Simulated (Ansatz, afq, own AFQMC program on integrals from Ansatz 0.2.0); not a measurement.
**AFQMC, coupled cluster and functionals along a coordinate of GeH₄O, singlet**

```yaml
atoms:
  - { symbol: Ge, position_ang: [0.0000, -0.0117, 0.3156] }
  - { symbol: O, position_ang: [0.0000, 0.1053, -1.4637] }
  - { symbol: H, position_ang: [1.2597, -0.7601, 0.7931] }
  - { symbol: H, position_ang: [0.0000, 1.4437, 0.7905] }
  - { symbol: H, position_ang: [-1.2597, -0.7601, 0.7931] }
  - { symbol: H, position_ang: [0.0000, -0.7538, -1.8904] }
```

The Ge1–O2 distance is changed with both sides rigid. Energies in eV count from this geometry (1.783 Å) at the same level; the start stands on RHF, each point on the determinant named.

Basis 6-31G. Only valence electrons are correlated. Ansatz 0.2.0 and our own AFQMC program on the same integrals; the CISD trial comes from CCSD amplitudes, and released means the phaseless constraint is let go. ± is one standard error of the sampling. No spin–orbit coupling.

Cautions, each for one point or more: (T) is large; cluster runs in doubt by the program's own checks; higher spins were not checked; inner d shell frozen; no relativity below Rb; no spin-orbit coupling; restricted determinant unstable towards unrestricted; strong correlation.

```csv
r(Ge1–O2) / Å,det.,T1,weight,CCSD,r2SCAN,CCSD(T)
1.454,RHF,0.010,0.92,3.231,2.933,3.242
2.164,RHF,0.017,0.90,0.756,0.863,0.729
2.862,RHF,0.042,0.81,3.074,3.185§,2.896
3.956,RHF¶,0.097,0.54,4.190,4.079§,3.051
```

(1) Estimate the curve of phaseless AFQMC with a CISD trial, counted from the same start.

Answers

(1) 
```json
{"r(Ge1–O2) / Å": "1.454", "det.": "RHF", "T1": "0.010", "weight": "0.92", "ph-AFQMC/CISD": "3.219 ± 0.013", "released AFQMC": "3.222 ± 0.019"}
{"r(Ge1–O2) / Å": "2.164", "det.": "RHF", "T1": "0.017", "weight": "0.90", "ph-AFQMC/CISD": "0.710 ± 0.015", "released AFQMC": "0.712 ± 0.020"}
{"r(Ge1–O2) / Å": "2.862", "det.": "RHF", "T1": "0.042", "weight": "0.81", "ph-AFQMC/CISD": "2.927 ± 0.026", "released AFQMC": "2.901 ± 0.043*"}
{"r(Ge1–O2) / Å": "3.956", "det.": "RHF¶", "T1": "0.097", "weight": "0.54", "ph-AFQMC/CISD": "3.966 ± 0.046", "released AFQMC": "3.903 ± 0.059*"}
```

Weight is that of the determinant in the CISD state; at the start T1 is 0.012 and the weight 0.91. ¶ marks points with a poor determinant and no full CI, where no value is sure; they don't count among the departures. An asterisk marks released energies that aren't shown to be converged. § marks a functional whose ⟨S²⟩ is too high by over 0.1. Largest departures from phaseless AFQMC with a CISD trial: CCSD(T) -0.030 eV at 2.862 (on RHF) (within the noise), released AFQMC 0.003 eV at 1.454 (on RHF) (within the noise), CCSD 0.147 eV at 2.862 (on RHF), r2SCAN -0.286 eV at 1.454. The walk's constraint bias lies outside its error bars, so these are departures and not errors. Functionals count only at points shown to share the start's state and spin. In this small basis the wave-function levels are far from their limit, so their gap to the functionals isn't the functionals' error.

A walk keeps the symmetry of its determinant, which the program's search chose and which needn't be the lowest solution, so a lower state of the same spin and another symmetry isn't excluded.
